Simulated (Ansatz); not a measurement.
# fcc Rh

Computed with r²SCANh (PAW; Ansatz, a program for electronic structure).

Run with plane-wave cutoff 520 eV, 14×14×14 k mesh, Fermi–Dirac smearing 0.05 eV, no spin polarisation, scalar-relativistic PAW data made under PBE.

Cell (relaxed at this level):

```cif
data_Rh
_chemical_formula_sum 'Rh1'
_space_group_name_H-M_alt 'P 1'
_space_group_IT_number 1
_cell_length_a 2.67580
_cell_length_b 2.67580
_cell_length_c 2.67580
_cell_angle_alpha 60.000
_cell_angle_beta 60.000
_cell_angle_gamma 60.000
loop_
_space_group_symop_operation_xyz
  'x, y, z'
loop_
_atom_site_label
_atom_site_type_symbol
_atom_site_fract_x
_atom_site_fract_y
_atom_site_fract_z
_atom_site_occupancy
Rh1 Rh 0.00000 0.00000 0.00000 1
```

| Property | Result |
|---|---|
| bulk modulus | 293 GPa |
| pressure derivative B′ of the bulk modulus | 5.2 |

Measured, for comparison: bulk modulus 271 GPa (corrected for temperature and zero-point phonon effects, our sources range from 271 to 289; as tabulated in Levämäki et al. (2014), arXiv:1402.3671). Computed (rounded) less measured: bulk modulus +8 % (+1 % to +8 % over the range).
